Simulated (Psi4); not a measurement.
# H3NO (hydroxylamine), run twice

Aim: the energy of H3NO (hydroxylamine) at MP2/aug-cc-pwCVTZ (density fitting, density fitting for correlation).

Program for the calculation: Psi4 1.11.

### Step 1. The structure to begin with

H3NO: 5 atoms, total charge 0, spin state singlet. As SMILES, `NO`. The shape is that of a GFN2-xTB optimisation. This is one conformer, not always the lowest.

Bond lengths: N1–O2 1.432 Å, N1–H3 1.020 Å, N1–H4 1.020 Å, O2–H5 0.966 Å. Angles: N1–O2–H5 105.0°, O2–N1–H3 105.6°, O2–N1–H4 105.6°, H3–N1–H4 107.4°.

### Step 2. The input as first written

calc.dat reads:

```
memory 1600 mb

molecule mol {
  0 2
  N     -0.178910    -0.366440    -0.312920
  O      0.371730     0.674250     0.501760
  H     -0.161770    -1.206140     0.265260
  H     -1.156690    -0.114310    -0.454620
  H      1.125640     1.012630     0.000530
  no_reorient
  no_com
}

set {
  basis aug-cc-pwCVTZ
  freeze_core true
  mp2_type df
}

e, wfn = energy("mp2", return_wfn=True)
print_variables()
```

Launch:

```sh
$ psi4 -i calc.dat -o calc.out -n 1
```

calc.out:

```text
Psi4 1.11 release

qcelemental.exceptions.ValidationError: Inconsistent or unspecified chg/mult: sys chg: None, frag chg: [0.0], sys mult: None, frag mult: [2]

Printing out the relevant lines from the Psithon --> Python processed input file:
    from psi4.driver.wrapper_database import database, db, DB_RGT, DB_RXN
    from psi4.driver.wrapper_autofrag import auto_fragments
    psi4_io = core.IOManager.shared_object()
    core.set_memory_bytes(1600000000)

--> mol = geometry("""
      0 2
      N     -0.178910    -0.366440    -0.312920
      O      0.371730     0.674250     0.501760
      H     -0.161770    -1.206140     0.265260
      H     -1.156690    -0.114310    -0.454620

!----------------------------------------------------------------------------------!
!                                                                                  !
!  Inconsistent or unspecified chg/mult: sys chg: None, frag chg: [0.0], sys mult: !
!     None, frag mult: [2]                                                         !
!                                                                                  !
!----------------------------------------------------------------------------------!

    Psi4 run time: 0:00:00.00
```

Run time: 1.1 s. Hardware: 1 thread of AMD EPYC 7B13 (Zen 3), shared host; peak memory 0.13 GiB.

### Step 3. Reading the log

The program refused the input.

The telling line is `qcelemental.exceptions.ValidationError: Inconsistent or unspecified chg/mult: sys chg: None, frag chg: [0.0], sys mult: None, frag mult: [2]`. Cause: the spin state typed doesn't suit the molecule. To mend it: multiplicity 1 in place of 2.

### Step 4. The mended input

calc.in reads:

```
memory 1600 mb

molecule {
  N     -0.178910    -0.366440    -0.312920
  O      0.371730     0.674250     0.501760
  H     -0.161770    -1.206140     0.265260
  H     -1.156690    -0.114310    -0.454620
  H      1.125640     1.012630     0.000530
  no_reorient
  no_com
}

set globals {
  basis aug-cc-pwCVTZ
  freeze_core true
  mp2_type df
}

energy("mp2")
print_variables()
```

Launch:

```sh
$ psi4 calc.in calc.out -n 1
```

calc.out:

```text
[...]
  Running in c1 symmetry.
[...]
  Nuclear repulsion =   39.301944041809605
[...]
  Multiplicity = 1
[...]
  Nalpha       = 9
  Nbeta        = 9
[...]
    Number of basis functions: 187
[...]
   @DF-RHF iter   1:  -130.97638637913366   -7.02095e-01   2.07770e-03 DIIS/ADIIS
[...]
   @DF-RHF iter  10:  -131.04517301352234   -9.67191e-11   9.85951e-09 DIIS
[...]
    Orbital Energies [Eh]
    ---------------------
    Doubly Occupied:
       1A    -20.587888     2A    -15.606430     3A     -1.394882
       4A     -1.079343     5A     -0.690642     6A     -0.677644
       7A     -0.619545     8A     -0.484029     9A     -0.423997
[...]
  @DF-RHF Final Energy:  -131.04517301352234
   => Energetics <=
    Nuclear Repulsion Energy =             39.3019440418096053
    One-Electron Energy =                -257.5654343327498168
    Two-Electron Energy =                  87.2183172774178672
    Total Energy =                       -131.0451730135223443
[...]
 Multipole Moments:
 ------------------------------------------------------------------------------------
     Multipole            Electronic (a.u.)      Nuclear  (a.u.)        Total (a.u.)
 ------------------------------------------------------------------------------------
 L = 1.  Multiply by 2.5417464519 to convert [e a0] to [Debye]
 Dipole X            :         -2.9976266            2.8887298           -0.1088968
 Dipole Y            :         -4.9634055            4.7641885           -0.1992169
 Dipole Z            :         -3.2223631            3.0893432           -0.1330199
 Magnitude           :                                                    0.2631353
[...]
```

Run time: 3.9 s. Hardware: 1 thread of AMD EPYC 7B13 (Zen 3), shared host; peak memory 0.32 GiB.

### Step 5. Outcome

Level: MP2/aug-cc-pwCVTZ (density fitting, density fitting for correlation).

| quantity | value |
| --- | --- |
| total energy | -131.52956 Eh |
| HOMO energy (Hartree–Fock orbitals) | -11.54 eV |
| LUMO energy (Hartree–Fock orbitals) | 0.88 eV |
| HOMO–LUMO gap (Hartree–Fock orbitals) | 12.42 eV |
| correlation energy (2 core orbitals frozen) | -484.4 mEh |
